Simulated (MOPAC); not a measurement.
MOPAC input (PM6):

```
PM6 PRECISE GNORM=0.05 LET XYZ CHARGE=1 GEO-OK AUX(PRECISION=9) THREADS=1
C2H7S

C    -0.08418987 1    1.42741835 1   -0.51191986 1
S     0.17718637 1   -0.00065284 1    0.57178962 1
C    -0.09971911 1   -1.42697406 1   -0.51036667 1
H    -0.09015291 1    2.31038628 1    0.12496582 1
H     0.77169739 1    1.46446615 1   -1.18355940 1
H    -1.01598597 1    1.32490158 1   -1.06155473 1
H    -0.11528527 1   -2.30913124 1    0.12747948 1
H    -1.03034786 1   -1.31492304 1   -1.06011830 1
H     0.75571041 1   -1.47406314 1   -1.18196043 1
H    -1.00716386 1    0.00614320 1    1.21983281 1
```

From the last part of the output:

```
                                                       MOPAC v23.2.5 Linux

          FINAL HEAT OF FORMATION =        151.25266 KCAL/MOL =     632.84114 KJ/MOL

          COSMO AREA              =        102.36 SQUARE ANGSTROMS
          COSMO VOLUME            =         87.08 CUBIC ANGSTROMS

          GRADIENT NORM           =          0.01838          =       0.00581 PER ATOM
          IONIZATION POTENTIAL    =         14.927638 EV
          HOMO LUMO ENERGIES (EV) =        -14.928 -4.986
          NO. OF FILLED LEVELS    =         10
          MOLECULAR WEIGHT        =         63.1373         POINT GROUP:  Cs

          MOLECULAR DIMENSIONS (Angstroms)

            Atom       Atom       Distance
            H     7    H     4     4.69189
            H    10    H     9     3.01715
            S     2    H     6     1.89812

          SCF CALCULATIONS        =         29

   ATOM   CHEMICAL          X               Y               Z
  NUMBER   SYMBOL      (ANGSTROMS)     (ANGSTROMS)     (ANGSTROMS)

     1       C         -0.07414607  *   1.38964978  *  -0.48102632  *
     2       S          0.15493796  *  -0.00053853  *   0.56228791  *
     3       C         -0.08926045  *  -1.38928354  *  -0.47950642  *
     4       H         -0.06228180  *   2.34637428  *   0.08767498  *
     5       H          0.74938829  *   1.51070384  *  -1.21877831  *
     6       H         -1.00079788  *   1.42481171  *  -1.08487959  *
     7       H         -0.08781631  *  -2.34544822  *   0.09022142  *
     8       H         -1.01624159  *  -1.41500285  *  -1.08334390  *
     9       H          0.73290984  *  -1.52010721  *  -1.21712458  *
    10       H         -0.99198548  *   0.00607297  *   1.25172511  *

                             CARTESIAN COORDINATES

   1    C       -0.074146071     1.389649781    -0.481026320
   2    S        0.154937962    -0.000538534     0.562287910
   3    C       -0.089260450    -1.389283536    -0.479506423
   4    H       -0.062281805     2.346374279     0.087674983
   5    H        0.749388287     1.510703843    -1.218778314
   6    H       -1.000797877     1.424811713    -1.084879593
   7    H       -0.087816306    -2.345448220     0.090221420
   8    H       -1.016241591    -1.415002850    -1.083343899
   9    H        0.732909836    -1.520107206    -1.217124580
  10    H       -0.991985476     0.006072970     1.251725110

           Empirical Formula: C2 H7 S  =    10 atoms

      MOLECULAR POINT GROUP   :   Cs

                  EIGENVALUES
 -35.87774 -30.01564 -27.43718 -21.34122 -20.21511 -20.08514 -19.17738 -18.51917
 -18.47290 -14.92764  -4.98609  -4.83909  -4.25064  -2.81010  -2.72966  -2.72775
  -1.77253  -1.64138   0.02305   0.03248   0.06182   0.08950   1.12848   1.20044

              NET ATOMIC CHARGES AND DIPOLE CONTRIBUTIONS

  ATOM NO.   TYPE          CHARGE      No. of ELECS.   s-Pop       p-Pop       d-Pop
    1          C          -0.740244        4.7402     1.11831     3.62193
    2          S           0.865965        5.1340     1.79103     3.12983     0.21317
    3          C          -0.740250        4.7403     1.11831     3.62194
    4          H           0.252986        0.7470     0.74701
    5          H           0.251662        0.7483     0.74834
    6          H           0.239475        0.7605     0.76052
    7          H           0.252983        0.7470     0.74702
    8          H           0.239478        0.7605     0.76052
    9          H           0.251667        0.7483     0.74833
   10          H           0.126277        0.8737     0.87372
 DIPOLE           X         Y         Z       TOTAL
 POINT-CHG.    -0.187     0.002     1.041     1.057
 HYBRID        -0.786     0.004    -1.010     1.280
 SUM           -0.973     0.005     0.031     0.974

          ATOMIC ORBITAL ELECTRON POPULATIONS

     Atom    s        px        py        pz      x^2-y^2     xz        z^2       yz        xy
    1  C   1.11831   1.28161   1.13216   1.20816
    2  S   1.79103   1.29689   0.82915   1.00378   0.06134   0.07207   0.01059   0.05700   0.01217
    3  C   1.11831   1.28113   1.13241   1.20840
    4  H   0.74701
    5  H   0.74834
    6  H   0.76052
    7  H   0.74702
    8  H   0.76052
    9  H   0.74833
   10  H   0.87372

 **********************
 *                    *
 * JOB ENDED NORMALLY *
 *                    *
 **********************

 == MOPAC DONE ==
```

The dipole moment of an ion depends on the origin.
